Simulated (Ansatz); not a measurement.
# ClH4Si: the cost of one run

Method: UKS PBE0/STO-3G, in Ansatz 0.2.0.

## Step 1: The system as given

Bond lengths: Cl1–Si2 2.453 Å, Si2–H3 1.535 Å, Si2–H4 1.455 Å, Si2–H5 1.477 Å, Si2–H6 1.455 Å. Angles: Cl1–Si2–H3 42.2°, Cl1–Si2–H4 90.4°, Cl1–Si2–H5 148.0°, Cl1–Si2–H6 88.5°, H3–Si2–H4 109.8°, H3–Si2–H5 105.9°, H3–Si2–H6 112.6°, H4–Si2–H5 107.9°, H4–Si2–H6 113.2°, H5–Si2–H6 106.9°.

Structure file:

```xyz
6

Cl    0.0866   -1.5943   -1.3001
Si    0.0251    0.3069    0.2484
H    -0.9719   -0.6582   -0.4071
H     0.6210    1.1639   -0.7654
H    -0.7714    1.1605    1.1534
H     1.0106   -0.3788    1.0708
```

## Step 2: Run 1

150 steps of 0.5 fs at constant energy, with velocities drawn for 600 K.

The input, input.yaml:

```yaml
crystal:
  periodic: [false, false, false]
  atoms:
    - { symbol: Cl, position_ang: [0.0866, -1.5943, -1.3001] }
    - { symbol: Si, position_ang: [0.0251, 0.3069, 0.2484] }
    - { symbol: H, position_ang: [-0.9719, -0.6582, -0.4071] }
    - { symbol: H, position_ang: [0.621, 1.1639, -0.7654] }
    - { symbol: H, position_ang: [-0.7714, 1.1605, 1.1534] }
    - { symbol: H, position_ang: [1.0106, -0.3788, 1.0708] }
magnetization:
  spin_polarized: true
  initial_magnetization: 1
basis:
  gaussian: { orbitals: STO-3G }
hamiltonian:
  xc: pbe0
md:
  timestep: 0.5
  n_steps: 150
  ensemble: nve
  temperature: 600.0
  initial_velocities: maxwell_boltzmann
  seed: 539514
```

Run with:

```console
ansatz run input.yaml --threads 1 --pin off --max-ram 2048MiB --backend cpu --events-out ev --progress --plain --runs-dir out
```

What time and memory should one allow on 1 thread of an Arm CPU, shared host?

About 2.5 min, with a peak of 0.09 GiB.
